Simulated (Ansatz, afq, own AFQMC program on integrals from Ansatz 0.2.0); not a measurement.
**SiGeH5O, doublet in def2-TZVP, levels against AFQMC with the constraint released**

```xyz
8

Si   -0.0520    1.7426    0.0877
O    -0.5773    0.1709    0.1959
Ge    0.1110   -1.4615    0.0065
H     0.8362    2.0888    1.2399
H     0.7146    1.9651   -1.1791
H    -1.2465    2.6340    0.1038
H    -1.0964   -2.4217    0.1465
H     0.7560   -1.5460   -1.4071
```

Basis def2-TZVP. Noble-gas cores (and the filled d shells of Ga–Kr and In–Xe) are frozen. Ansatz 0.2.0 and our own AFQMC program on the same integrals; the CISD trial comes from CCSD amplitudes, and released means the phaseless constraint is let go. ± is one standard error of the sampling. No spin–orbit coupling.

Determinant: UHF, the one that the program's search chose, which needn't be the lowest solution. The geometry is a PBE0/def2-SVP stationary point of this or a neighbouring charge and spin state.

No full CI on the walks' own integrals is used here. The released AFQMC energy serves as the reference, which it does only where one determinant dominates, the energy is flat over the last release times and near the phaseless one (40 meV or 2 meV an electron, half that with transition metals). On small molecules, where full CI could be run and the noise was under 10 meV, such values lay within 10 meV of it in 19 cases of 20, a flattering rate, since the rule was set on those same cases; what remains of the bias isn't in the error bar.

Cautions: no relativity below Rb; no spin-orbit coupling; inner d shell frozen; the released value is read at 1.50 1/Eh with a noise of 17 meV, more than in the cases checked (meV from the phaseless value at times in 1/Eh: -12 ± 5 at 0.24, -17 ± 12 at 0.51, 7 ± 16 at 0.99, -1 ± 17 at 1.50).

* T1 diagnostic: 0.0148
* weight of the determinant in the CISD state: 0.832
* ⟨S²⟩ of the determinant: 0.755
* size of the correlated space: 19 electrons in 126 orbitals

Reference: AFQMC with the constraint released, correlation energy -13.822 ± 0.017 eV.

```csv
level,E − E(reference) (kJ/mol),share of correlation (%)
HF,1333.7 ± 1.7,0.00
MP2,150.3 ± 1.7,88.73
CCSD,47.8 ± 1.7,96.42
CCSD(T),4.6 ± 1.7,99.66
ph-AFQMC/CISD,0.1 ± 2.0,99.99
```

Released energies are given only where the last usable release times agree within the noise; a slower fall can still hide under it.
